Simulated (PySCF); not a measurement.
cyclobutane (C₄H₈), SMILES C1CCC1.

Geometry: PBE0-D3(BJ)/def2-SVP.

Computed with M06-2X/def2-TZVP run with PySCF.

Gas-phase values at a fixed geometry.

Computed frontier levels, gap, dipole moment and polarisability:
```json
{
 "highest_occupied_level": "-9.80 eV",
 "lowest_empty_level": "1.98 eV",
 "orbital_gap": "11.78 eV",
 "dipole_moment": "0.00 D",
 "quadrupole, principal values (traceless, Buckingham form, about the centre of nuclear charge)": "-0.75, -0.75, 1.50 D·Å",
 "mean_static_polarisability": "46.5 bohr³ (6.89 Å³)",
 "polarisability_principal_values": "42.9, 48.3, 48.3 bohr³"
}
```
